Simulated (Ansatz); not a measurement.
**CHNa+ (quartet): wave-function methods side by side, def2-TZVPP**

The task here is to estimate one member of a computed series from the others.

Program: Ansatz 0.2.0, Gaussian basis. Level of theory: def2-TZVPP, core rule «outside noble gas», up to 6 orbitals frozen. These are calculated values, not measurements.

To be run: UHF; ROHF; CCSD(T) on UHF.

2 further runs of the same task are left out: 2 set aside as unsound or not needed.

## The system

The geometry is a PBE0/def2-TZVP stationary point (not a proven minimum) of the parent state, kept for this charge and spin.

3 atoms, charge 1, spin multiplicity 4.

Atoms are counted from 1 here; the program's logs count them from 0.

Bond lengths: C1–Na2 2.190 Å, C1–H3 1.102 Å. Angles: Na2–C1–H3 180.0°.

The first run:

The input, in.yaml:

```yaml
crystal:
  periodic: [false, false, false]
  atoms:
    - {symbol: C, position_ang: [0.000000, 0.000000, 0.362737]}
    - {symbol: Na, position_ang: [0.000000, 0.000000, -1.827483]}
    - {symbol: H, position_ang: [0.000000, 0.000000, 1.464746]}
basis:
  gaussian: {orbitals: def2-TZVPP}
total_charge: 1
magnetization: {spin_polarized: true, initial_magnetization: 3}
hamiltonian: {xc: hf}
output: {orbitals: {seedname: orbitals}}
```

Launch:

```bash
> ansatz run in.yaml --threads 1 --pin off --events-out ev --progress --plain --max-ram 4096MiB --backend cpu
```

Among the steps run: UHF; ROHF; CCSD(T) on UHF.

One of the session's tables, all rows but one given; the rest of the session is left out.

| method | from UCCSD(T) (kJ/mol) |
| --- | --- |
| ROHF | +260.6 |
| UHF | +255.6 |
| UMP2 | +49.4 |
| UCCSD | ? |
| UCCSD(T) | 0 |

Q: Estimate the row for UCCSD from the others.

As computed: from UCCSD(T) (kJ/mol): +6.2. In the column «from UCCSD(T) (kJ/mol)» it lies between UCCSD(T) (0) and UMP2 (+49.4).
